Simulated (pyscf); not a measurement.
A first-order saddle from PySCF, ωB97X-D3(BJ)/def2-SVP:

```xyz
6

Si     0.2019     1.1512     0.2441
Cl     1.3209     0.0352    -1.7820
H      1.1125     0.3728     1.2045
O     -0.8140    -0.2876    -0.1656
H      0.1014    -0.4505    -1.2186
H     -0.7032    -1.0498     0.4193
```
Charge 0, spin multiplicity 1.

Surface: singlet, charge 0. Lowest wavenumbers (cm⁻¹): 652i, 258, 448, 536, 560.

Task: What reaction is this the transition state of?

Result: :HSi–Cl [singlet] + water (H₂O) ⇌ HO–SiH: [singlet] + hydrogen chloride (HCl), a four-centre exchange read from left to right: Cl–Si, H–O broken and O–Si, Cl–H formed. At CCSD(T)/def2-TZVPP + ΔMP2(QZVPP) it lies +0.26 eV from the left side and +0.29 eV from the right (each side as separated species at their lowest minima found). On the reactant side the descent ends in an adduct with a O–Si contact (not fully relaxed), 0.79 eV under the separated species and 0.91 eV under the saddle at ωB97X-D3(BJ)/def2-TZVP. On the product side the descent ends in a complex, 0.19 eV under the separated species and 0.30 eV under the saddle at ωB97X-D3(BJ)/def2-TZVP. What is counted as formed (O–Si) is already present as a longer contact in the reactant adduct; forming that adduct is a step of its own. At ωB97X-D3(BJ) the barrier from the zero used here is 0.12 eV. One saddle was located; it need not be the lowest between these sides. The CCSD(T) − MP2 part came from Ansatz, without density fitting, on the same reference.
